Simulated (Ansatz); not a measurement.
## Lanthanum, dhcp: convergence with the plane-wave cutoff

Computed with Ansatz, PBE, scalar-relativistic PAW, on the relaxed cell (a = 3.773 Å, c = 12.113 Å (c/a = 3.211); spin not included). Errors count from a run at 420 eV on a Γ-centred 13×13×4 mesh with Fermi-Dirac smearing of 0.1 eV, extrapolated to zero width. Fixed here: mesh 10×10×3, Fermi-Dirac width 0.1 eV. The pressure holds a Pulay correction and is unreliable far below the recommended cutoff. The SCF starts from atomic densities corrected by a trained network.

```
cutoff (eV)  E(σ→0) error (meV/atom)  P (GPa)  SCF iterations
        150                   2503.7     2.25               6
        200                    939.3     0.68               6
        250                    228.4     0.08               7
        350                      2.6     0.00               7
        420                     -0.1     0.00               7
        500                     -0.5     0.00               6
        600                     -0.6     0.00               7
        800                     -0.7     0.00               7
```

What does the run at 300 give (cutoff)?

E(σ→0) error (meV/atom): 35.1; P (GPa): -0.03; SCF iterations: 6.

Within 5 meV/atom of the last row: from 350 eV on.
